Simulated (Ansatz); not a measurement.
# H3OPS: interaction energy of a dimer with the counterpoise correction, by script

How strongly do two molecules of H3OPS bind, and how much of that is basis error? Aim: the interaction energy of a dimer with the counterpoise correction, for H3OPS, run from a script.

Computed with Ansatz 0.2.0 through its Python package. Level of theory: r2SCAN/def2-SVP.

**1. The structure**

Bond lengths: O1–P2 1.579 Å, P2–S3 2.084 Å, O1–H4 0.921 Å, P2–H5 1.434 Å, S3–H6 1.379 Å. Angles: O1–P2–S3 93.7°, O1–P2–H5 98.3°, S3–P2–H5 98.9°, P2–O1–H4 110.0°, P2–S3–H6 97.1°.

No structure file is read: the coordinates are typed or built in the script.

**2. Script**

dimer_h3ops.py

```python
"""Binding of a H3OPS dimer at a trial geometry."""

import ansatz as az

FIRST = [
    ("O", (-1.407, 0.3541, -0.5169)),
    ("P", (-0.049, 0.8527, 0.1156)),
    ("S", (0.5777, -1.0691, 0.6226)),
    ("H", (-1.6892, -0.4135, -0.0932)),
    ("H", (0.6968, 1.0151, -1.0988)),
    ("H", (1.8707, -0.7392, 0.9707)),
]
SECOND = [
    ("O", (0.7854, -0.7638, 3.3068)),
    ("P", (-0.698, -1.1061, 3.7255)),
    ("S", (-1.5208, 0.4175, 2.5658)),
    ("H", (0.8633, 0.1367, 3.1298)),
    ("H", (-0.916, -2.2064, 2.8316)),
    ("H", (-2.8394, 0.0342, 2.6935)),
]

def energy(atoms, ghosts=()):
    molecule = az.Crystal.molecule()
    for symbol, xyz in atoms:
        molecule = molecule.atom(symbol, xyz)
    calc = (
        molecule.calculation()
        .basis(gaussian="def2-SVP")
        .functional("r2SCAN")
    )
    deck = calc.input()
    if ghosts:
        deck = deck.set(az.key.basis.gaussian.ghost_atoms, [{"symbol": s, "position_ang": list(xyz)} for s, xyz in ghosts])
    return az.Session.from_dict(deck).plan().execute().report["free_energy_ev"]


def main() -> None:
    # monomers in their own basis and in the basis of the dimer
    both = energy(FIRST + SECOND)
    alone = energy(FIRST) + energy(SECOND)
    ghosted = energy(FIRST, SECOND) + energy(SECOND, FIRST)
    print(f"dimer {both:.6f} eV")
    print(f"interaction, uncorrected   {(both - alone):8.3f} eV")
    print(f"interaction, counterpoise  {(both - ghosted):8.3f} eV")
    print(f"basis-set superposition    {(alone - ghosted):8.3f} eV")


if __name__ == "__main__":
    main()
```

**3. The calls as engine input**

The package turns the script's settings into the engine's input (first run):

```yaml
crystal:
  periodic: [false, false, false]
  atoms:
    - { symbol: O, position_ang: [-1.407, 0.3541, -0.5169] }
    - { symbol: P, position_ang: [-0.049, 0.8527, 0.1156] }
    - { symbol: S, position_ang: [0.5777, -1.0691, 0.6226] }
    - { symbol: H, position_ang: [-1.6892, -0.4135, -0.0932] }
    - { symbol: H, position_ang: [0.6968, 1.0151, -1.0988] }
    - { symbol: H, position_ang: [1.8707, -0.7392, 0.9707] }
    - { symbol: O, position_ang: [0.7854, -0.7638, 3.3068] }
    - { symbol: P, position_ang: [-0.698, -1.1061, 3.7255] }
    - { symbol: S, position_ang: [-1.5208, 0.4175, 2.5658] }
    - { symbol: H, position_ang: [0.8633, 0.1367, 3.1298] }
    - { symbol: H, position_ang: [-0.916, -2.2064, 2.8316] }
    - { symbol: H, position_ang: [-2.8394, 0.0342, 2.6935] }
basis:
  gaussian:
    orbitals: def2-SVP
hamiltonian:
  xc: r2scan
```

**4. Launch**

On the command line:

```bash
$ python dimer_h3ops.py
```

**Question.** How large is the interaction at this pose, and how much of it is basis-set superposition?

As calculated:

| quantity | value |
| --- | --- |
| interaction energy, uncorrected | 0.297 eV |
| interaction energy, counterpoise | 0.525 eV |
| runs compared | 5 |

The pair is unbound at this geometry and level. Uncorrected it is 0.297 eV, with the counterpoise correction 0.525 eV; the difference, 0.23 eV, is the superposition error. The pose is repulsive. What to keep in mind:
- The dimer is a generated trial pose of unrelaxed monomers, not a minimum, so the figure is no binding energy, and the basis set is small.
- This level lacks the dispersion part of the attraction (electrostatics and induction are there), which can decide the sign where the interaction is weak.
